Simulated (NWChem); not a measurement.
# C2H4S (thiirane) at 6 levels

We compute a comparison of 6 runs (HF/3-21G, HF/def2-SVP, B3LYP/6-31G*, PBE0/def2-SVP, MP2/aug-cc-pVDZ) of C2H4S (thiirane). 

The results are computed with NWChem 7.3.0.

## (1) The structure to begin with

C2H4S: 7 atoms, total charge 0, spin state singlet. As SMILES, `C1CS1`. The shape is that of a PBE0-D4/def2-TZVP optimisation.

Bond lengths: C1–C2 1.478 Å, C1–S3 1.802 Å, C2–S3 1.802 Å, C1–H4 1.084 Å, C1–H5 1.084 Å, C2–H6 1.084 Å, C2–H7 1.084 Å. Some angles: C1–C2–S3 65.8°, C2–C1–S3 65.8°, C1–S3–C2 48.4°, C1–C2–H6 118.1°, C1–C2–H7 118.1°, S3–C2–H6 115.4°, S3–C2–H7 115.4°, C2–C1–H4 118.1°, C2–C1–H5 118.1°, S3–C1–H4 115.4°.

## (2) Energy and gradient at HF/3-21G (run 1)

c2h4s.nw reads:

```
echo
start c2h4s
title "C2H4S"
memory total 2200 mb

geometry units angstrom noautosym nocenter noautoz
C       -0.515770       0.123480      -0.520180
C        0.600760      -0.036080       0.435470
S       -0.898110      -0.923600       0.895080
H       -0.448740      -0.388430      -1.473330
H       -1.032050       1.076250      -0.547280
H        0.855300       0.806520       1.068140
H        1.438610      -0.658150       0.142080
end

basis spherical bse
* library 3-21G
end

scf
thresh 1e-08
maxiter 80
noprint "final vectors analysis"
end

task scf gradient
```

Run with:

```bash
$ nwchem c2h4s.nw > c2h4s.out
```

The log of the run:

```text
[...]
  functions       =    39
[...]
  wavefunction    = RHF
[...]
         Total SCF energy =   -473.148454990839
      One-electron energy =   -853.304614746710
      Two-electron energy =    278.341085395919
 Nuclear repulsion energy =    101.815074359953
        Time for solution =      0.6s
[...]
                         RHF ENERGY GRADIENTS
    atom               coordinates                        gradient
                 x          y          z           x          y          z
   1 C      -0.974664   0.233343  -0.982998   -0.002319  -0.025460   0.038803
   2 C       1.135272  -0.068181   0.822919   -0.041713  -0.019824   0.005083
   3 S      -1.697182  -1.745351   1.691456    0.038636   0.039734  -0.038508
   4 H      -0.847996  -0.734026  -2.784190    0.000214  -0.004754  -0.008820
   5 H      -1.950292   2.033818  -1.034209   -0.005111   0.008617  -0.000369
   6 H       1.616283   1.524102   2.018492    0.002484   0.007527   0.006131
   7 H       2.718579  -1.243723   0.268492    0.007808  -0.005839  -0.002321
[...]
```

Wall time 1.2 s (1 thread of Intel Xeon 6975P-C (Granite Rapids), shared host); peak memory 0.1 GiB.

## (3) Energy and forces at HF/def2-SVP (run 2)

c2h4s.nw reads:

```
start c2h4s
title "C2H4S"
memory 2200 mb
charge 0

geometry units angstrom noautosym nocenter noautoz
C    -0.515770    0.123480   -0.520180
C     0.600760   -0.036080    0.435470
S    -0.898110   -0.923600    0.895080
H    -0.448740   -0.388430   -1.473330
H    -1.032050    1.076250   -0.547280
H     0.855300    0.806520    1.068140
H     1.438610   -0.658150    0.142080
end

basis spherical bse
* library def2-SVP
end

scf
thresh 1e-08
maxiter 80
end

task scf gradient
```

Run with:

```bash
$ nwchem c2h4s.nw > c2h4s.out
```

The log of the run:

```text
[...]
  functions       =    66
[...]
  wavefunction    = RHF
[...]
         Total SCF energy =   -475.379448916386
      One-electron energy =   -856.151484965978
      Two-electron energy =    278.956961689639
 Nuclear repulsion energy =    101.815074359953
        Time for solution =      2.8s
[...]
                         RHF ENERGY GRADIENTS
    atom               coordinates                        gradient
                 x          y          z           x          y          z
   1 C      -0.974664   0.233343  -0.982998   -0.002758  -0.000663  -0.000695
   2 C       1.135272  -0.068181   0.822919    0.000962  -0.001188   0.002488
   3 S      -1.697182  -1.745351   1.691456    0.002516   0.002588  -0.002509
   4 H      -0.847996  -0.734026  -2.784190    0.000327  -0.001048  -0.000203
   5 H      -1.950292   2.033818  -1.034209   -0.000343   0.000632   0.000857
   6 H       1.616283   1.524102   2.018492   -0.000687   0.000678   0.000562
   7 H       2.718579  -1.243723   0.268492   -0.000018  -0.000999  -0.000499
[...]
```

It took 4.2 s on 1 thread of Intel Xeon 6975P-C (Granite Rapids), shared host; peak memory 0.11 GiB.

Runs 3 to 5 aren't shown in full; the table further down has their settings and results.

## (4) Energy and forces at MP2/aug-cc-pVDZ (run 6)

work.xyz reads:

```xyz
7

C     -0.515770     0.123480    -0.520180
C      0.600760    -0.036080     0.435470
S     -0.898110    -0.923600     0.895080
H     -0.448740    -0.388430    -1.473330
H     -1.032050     1.076250    -0.547280
H      0.855300     0.806520     1.068140
H      1.438610    -0.658150     0.142080
```

run.py reads:

```python
from ase.io import read
from ase.calculators.nwchem import NWChem

system = read('work.xyz')

calc = NWChem(
    label='work',
    theory='mp2',
    memory='2200 mb',
    basis='aug-cc-pVDZ',
    basispar='spherical bse',
    scf={'nopen': '0', 'rhf': None, 'thresh': '1e-08', 'maxiter': '80'},
    mp2={'freeze': 'core 7', 'tight': None},
)
system.calc = calc

forces = system.get_forces()
e = system.get_potential_energy()
print(f"E = {e:.6f} eV")
print("forces (eV/A):")
for s, f in zip(system.symbols, forces):
    print(f"{s:2s} {f[0]:10.5f} {f[1]:10.5f} {f[2]:10.5f}")
```

Run with:

```bash
$ export ASE_NWCHEM_COMMAND="nwchem PREFIX.nwi > PREFIX.nwo"
$ python run.py
```

The log of the run:

```text
E = -12952.855140 eV
forces (eV/A):
C    -0.05734    0.35466   -0.59680
C     0.64859    0.25351    0.00746
S    -0.72418   -0.74475    0.72181
H     0.02782   -0.18712   -0.26688
H    -0.15961    0.28364    0.03090
H     0.03862    0.25552    0.20065
H     0.22615   -0.21546   -0.09714
```

The calculator wrote work.nwi:

```
title "work"

permanent_dir work

scratch_dir work

start work

geometry units angstrom nocenter noautosym noautoz
  C  -5.1576999999999995e-01 1.2348000000000001e-01 -5.2017999999999998e-01
  C  6.0075999999999996e-01 -3.6080000000000001e-02 4.3547000000000002e-01
  S  -8.9810999999999996e-01 -9.2359999999999998e-01 8.9507999999999999e-01
  H  -4.4874000000000003e-01 -3.8843000000000000e-01 -1.4733300000000000e+00
  H  -1.0320499999999999e+00 1.0762499999999999e+00 -5.4727999999999999e-01
  H  8.5529999999999995e-01 8.0652000000000001e-01 1.0681400000000001e+00
  H  1.4386099999999999e+00 -6.5815000000000001e-01 1.4208000000000001e-01
end

memory 2200 mb

basis spherical bse noprint
   * library aug-cc-pVDZ
end

scf
  nopen 0
  rhf
  thresh 1e-08
  maxiter 80
end
mp2
  freeze core 7
  tight
end

task mp2 gradient
```

work.nwo:

```text
Northwest Computational Chemistry Package (NWChem) 7.3.0
             --------------------------------------------------------

           Job information
           ---------------

    nwchem branch   = 7.3.0
    use scalapack   = T
    input           = work.nwi
    prefix          = work.
    data base       = work/work.db
    status          = startup
    nproc           =        1

           Memory information
           ------------------

[... 5 lines left out ...]
    hardfail = no
[... 142 lines left out ...]
 Convergence threshold     :          1.000E-08
[... 16 lines left out ...]
      One-electron energy =   -856.343273266061
[... 36 lines left out ...]
                       ROHF Final Molecular Orbital Analysis
[... 535 lines left out ...]
  MP2 natural orbitals output to work/work.mp2nos
[... 13 lines left out ...]
                 ----------------------------------------
                 |  Time  |  1-e(secs)   |  2-e(secs)   |
                 ----------------------------------------
                 |  CPU   |       0.01   |       8.27   |
                 ----------------------------------------
                 |  WALL  |       0.01   |       8.27   |
                 ----------------------------------------
 -----------------------
 Task  times  cpu:       82.4s     wall:       82.4s
 Total times  cpu:       82.4s     wall:       82.4s
```

It took 83 s on 1 thread of Intel Xeon 6975P-C (Granite Rapids), shared host; peak memory 0.35 GiB.

## (5) Overview of the runs

```csv
run,level,iteration cap,module,energy (Eh),dipole moment (D),largest force (eV/Å),wall time
1,HF/3-21G,80,scf,-473.148455,2.28,3.470,1.2 s
2,HF/def2-SVP,80,scf,-475.379449,2.10,0.226,4.2 s
3,B3LYP/6-31G* (spherical functions),100,dft,-476.778380,2.06,1.069,12 s
4,B3LYP/6-31G* (Cartesian functions),100,dft,-476.782673,2.06,1.090,13 s
5,PBE0/def2-SVP,100,dft,-476.365406,1.86,0.396,14 s
6,MP2/aug-cc-pVDZ,80,mp2,-476.008651,1.92,1.265,83 s
```

## (6) What came out

```
                                                      quantity          value
                                           run 6: total energy  -476.00865 Eh
run 6: dipole moment (of the density that the program reports)         1.92 D
                    run 6: HOMO energy (Hartree–Fock orbitals)       -9.41 eV
                    run 6: LUMO energy (Hartree–Fock orbitals)        1.02 eV
                  run 6: HOMO–LUMO gap (Hartree–Fock orbitals)       10.43 eV
            run 6: correlation energy (7 core orbitals frozen)     -431.5 mEh
                               run 6: largest force on an atom     1.265 eV/Å
```

In words: The dipole moment (its size) runs from 1.86 D (PBE0/def2-SVP) to 2.28 D (HF/3-21G). The two ends differ in method and basis. Over runs 2, 3, 4, 5 the HOMO–LUMO gap runs from 6.51 eV (B3LYP/6-31G*) to 14.08 eV (HF/def2-SVP). Totals of different functionals can't be ranked against each other. All runs together took 2.1 min, the longest 83 s.
